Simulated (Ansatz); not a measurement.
Cost and result for the atomization energy of `[SiH3]B[SiH3]` (10 atoms, 9 bonds).

Cartesian coordinates in Å:
```
Si 0.0856 1.3744 -1.1391
B 0.0987 0.4260 0.6283
Si -0.2445 -1.5341 0.8818
H 1.5086 1.3521 -1.5985
H -0.3358 2.7990 -1.0364
H -0.7398 0.7085 -2.1827
H 0.4500 1.0516 1.5878
H 1.1093 -2.1692 0.8701
H -1.0500 -2.1590 -0.2018
H -0.8820 -1.8493 2.1904
```

Charge 0, multiplicity 1. Geometry: relaxed with PBE0-D4/def2-TZVP. Program: Ansatz. All runs use 2 threads of an Intel Xeon Platinum 8375C on a shared host. Times are those of one run each, without the atoms' runs, and a repeat can differ threefold. Electronic energies, without spin–orbit coupling; frozen cores. CCSD(T)/CBS adds CCSD(T) − MP2 in def2-TZVPP to the MP2 limit, and its time is that of the two runs behind it. T1 = 0.014.

CCSD(T)/CBS is a level of theory with its own doubt, some kJ/mol a heavy atom from the limit and from the frozen cores, so smaller differences don't rank the functionals.

```json
{"level": "revPBE-D4/def2-TZVPP", "functions": "213", "wall time": "2.4 s", "atomization (kcal/mol)": "681.6", "difference from CCSD(T)/CBS": "-14.4", "per bond": "-1.6"}
{"level": "PBE-D4/def2-TZVPP (with forces)", "functions": "213", "wall time": "2.9 s", "atomization (kcal/mol)": "689.6", "difference from CCSD(T)/CBS": "-6.4", "per bond": "-0.7"}
{"level": "CCSD(T)/def2-SVP", "functions": "85", "wall time": "3.2 s", "atomization (kcal/mol)": "657.2", "difference from CCSD(T)/CBS": "-38.8", "per bond": "-4.3"}
{"level": "PBE0-D4/def2-TZVPP", "functions": "213", "wall time": "3.6 s", "atomization (kcal/mol)": "690.3", "difference from CCSD(T)/CBS": "-5.7", "per bond": "-0.6"}
{"level": "CAM-B3LYP-D4/def2-TZVPP", "functions": "213", "wall time": "3.9 s", "atomization (kcal/mol)": "701.2", "difference from CCSD(T)/CBS": "5.2", "per bond": "0.6"}
{"level": "BHLYP-D4/def2-TZVPP", "functions": "213", "wall time": "4 s", "atomization (kcal/mol)": "695.4", "difference from CCSD(T)/CBS": "-0.6", "per bond": "-0.1"}
{"level": "r2SCAN-D4/def2-TZVPP (with forces)", "functions": "213", "wall time": "5.5 s", "atomization (kcal/mol)": "698.8", "difference from CCSD(T)/CBS": "2.8", "per bond": "0.3"}
{"level": "r2SCANh-D4/def2-TZVPP", "functions": "213", "wall time": "5.5 s", "atomization (kcal/mol)": "697.4", "difference from CCSD(T)/CBS": "1.4", "per bond": "0.2"}
{"level": "PBE-QIDH/def2-TZVPP", "functions": "213", "wall time": "7.5 s", "atomization (kcal/mol)": "688.8", "difference from CCSD(T)/CBS": "-7.2", "per bond": "-0.8"}
{"level": "ωB97M-V/def2-TZVPP (with forces)", "functions": "213", "wall time": "13 s", "atomization (kcal/mol)": "697.8", "difference from CCSD(T)/CBS": "1.8", "per bond": "0.2"}
{"level": "MP2/def2-QZVPP", "functions": "407", "wall time": "25 s", "atomization (kcal/mol)": "681.3", "difference from CCSD(T)/CBS": "-14.7", "per bond": "-1.6"}
{"level": "CCSD(T)/def2-TZVPP", "functions": "213", "wall time": "47 s", "atomization (kcal/mol)": "680.8", "difference from CCSD(T)/CBS": "-15.2", "per bond": "-1.7"}
{"level": "CCSD(T)/CBS(def2)", "functions": "–", "wall time": "72 s", "atomization (kcal/mol)": "696.0", "difference from CCSD(T)/CBS": "0.0", "per bond": "0.0"}
```

From r2SCAN to r2SCAN0 (25 % exact exchange), in def2-TZVPP and without D4, the atomization energy moves by −3.3 kcal/mol: exact exchange takes away binding that semilocal exchange gives to molecules. At CCSD(T), def2-SVP lies −38.9 kcal/mol from the extrapolated value and def2-TZVPP −15.2 kcal/mol: correlation converges slowly with the basis, and small sets miss more of it in the bonded molecule than in its fragments. Leaving LDA and LC-ωPBE aside and taking each functional with its dispersion term where it has one, the values, not all of them listed here, spread over 22.9 kcal/mol, from revPBE-D4 to B97M-V. LDA lies +78.2 kcal/mol from PBE without D4, its usual overbinding.
